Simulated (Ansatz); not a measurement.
Abridged output of a molecular run in Ansatz:

```
Functional definition: HF
433 factors; integrals over basis functions are off by at most 4.7e-4 eV
mean field evaluation 1: about -20634.7969 eV, gradient 3.3e1 eV
mean field evaluation 2: about -20634.8467 eV, gradient 3.4e1 eV
mean field evaluation 4: about -20637.1100 eV, gradient 1.4e0 eV
mean field evaluation 8: about -20637.1393 eV, gradient 3.6e-4 eV
mean field -20637.13926570 eV, -758.4008796591 hartree, gradient 2.2e-6 eV, S^2 0.000000; 0 other end points of the search recorded, 0 dependent functions left out
7 core orbitals not correlated: weight in the atoms' cores, before any rotation towards them, 1.000 or more for the frozen orbitals, at most 0.000 for the correlated occupied ones
reference -20637.13926570 eV, -758.4008796591 hartree; 12, 12 occupied and 31, 31 virtual orbitals, 433 factors
second order -9.65761031 eV of doubles, -0.00000000 eV of singles
cycle   1  -9.78384266 eV  change   -1.3e-1 eV  update   7.5e-2
cycle   2  -9.95603754 eV  change   -1.7e-1 eV  update   2.3e-2
cycle   3  -10.01193432 eV  change   -5.6e-2 eV  update   1.3e-2
cycle   4  -10.01137178 eV  change    5.6e-4 eV  update   3.2e-3
cycle   5  -10.00860945 eV  change    2.8e-3 eV  update   1.2e-3
cycle   6  -10.00832870 eV  change    2.8e-4 eV  update   3.4e-4
cycle   7  -10.00827771 eV  change    5.1e-5 eV  update   1.2e-4
cycle   8  -10.00825429 eV  change    2.3e-5 eV  update   4.1e-5
cycle   9  -10.00826488 eV  change   -1.1e-5 eV  update   1.4e-5
perturbative correction -0.14766838 eV, -0.0054267129 hartree
Total energy: -20647.29519896 eV, -758.7741033225 hartree
```

Its atoms:

```xyz
3

F     0.083   -1.868   -0.249
Mg    0.006   -0.140   -0.019
Cl   -0.090    2.008    0.268
```

**Question.** Which basis set was used?
A. def2-SVP
B. def2-QZVPP
C. def2-SVPD
D. def2-TZVPP

**Answer.** A. It gives 50 functions.

**Question.** Write the keys of the input that set method, charge and spin (a neutral closed shell needs none for the last two).

**Answer.** 
```yaml
correlation: {method: ccsd_t}
```
